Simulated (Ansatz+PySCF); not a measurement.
Values are calculated unless marked as measured or tabulated.
A run of Ansatz (development build ahead of 0.2.0) on quintet O4 in separate pieces at this shape:

```yaml
atoms:
  - { symbol: O, position_ang: [0.0000, 0.0000, -0.5941] }
  - { symbol: O, position_ang: [0.0000, 0.0000, 0.5941] }
  - { symbol: O, position_ang: [10.0000, 0.0000, -0.5941] }
  - { symbol: O, position_ang: [10.0000, 0.0000, 0.5941] }
```

Its results:

```
Converged                       : yes
Reference energy                : -299.22250 hartree
Correlation energy              : -0.74651 hartree
Total energy                    : -299.96901 hartree
Spin squared of the determinant : 6.000
Stability test                  : minimum among restricted orbitals
```

Forces (eV/Å):
```csv
atom,Fx,Fy,Fz
O1,0.000,0.000,-4.251
O2,0.000,0.000,4.251
O3,0.000,0.000,-4.251
O4,0.000,0.000,4.251
```

Which input gives this output? Name the method, the orbitals and the basis set, and write the input.

ROHF-MP2 in cc-pVDZ.

```yaml
crystal:
  periodic: [false, false, false]
  atoms:
    - { symbol: O, position_ang: [0.0, 0.0, -0.59414] }
    - { symbol: O, position_ang: [0.0, 0.0, 0.59414] }
    - { symbol: O, position_ang: [10.0, 0.0, -0.59414] }
    - { symbol: O, position_ang: [10.0, 0.0, 0.59414] }
basis:
  gaussian: { orbitals: cc-pVDZ }
magnetization:
  initial_magnetization: 4
hamiltonian:
  xc: hf
correlation:
  method: mp2
  frozen_orbitals: { O: 1 }
output:
  forces: true
```

Caution: an unrestricted determinant lies well below; MP2 forces lie far from those of the mean fields.
